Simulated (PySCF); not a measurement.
Isomers of C4H4OS, one conformer each; single-point electronic energies without zero-point terms and without any empirical dispersion term.

All values: PBE0/pcSseg-1 (PySCF, non-relativistic), each on one gas-phase PBE0-D3(BJ)/def2-SVP geometry that isn't relaxed in the solvent. The solvent is an IEF-PCM continuum (Bondi radii, 1.10 Å for H, scaled by 1.2). Only the electrostatic response of the medium enters.

```tsv
isomer	relative energy, gas (kJ/mol)	dipole (D)
2(5H)-thiophenone (`O=C1C=CCS1`)	0.0	4.64
2-furanthiol (`Sc1ccco1`)	69.1	0.87
```

Task: How do the relative energies look in water (ε = 78.36)?

Result: 
| isomer | relative energy, solvent (kJ/mol) | E(solvent) − E(gas) (kJ/mol) | dipole in solvent (D) |
| --- | --- | --- | --- |
| 2(5H)-thiophenone (`O=C1C=CCS1`) | 0.0 | -29.3 | 6.36 |
| 2-furanthiol (`Sc1ccco1`) | 79.8 | -18.6 | 1.12 |

The order is unchanged. Conformers: `[SH:1][c:2]1[cH:3][cH:4][cH:5][o:6]1` with H–S1–C2–C3 180°. 2(5H)-thiophenone (`O=C1C=CCS1`) gains most from the continuum, and it has the largest gas-phase dipole. The gains span 10.7 kJ/mol, the gas-phase energies 69.1 kJ/mol.
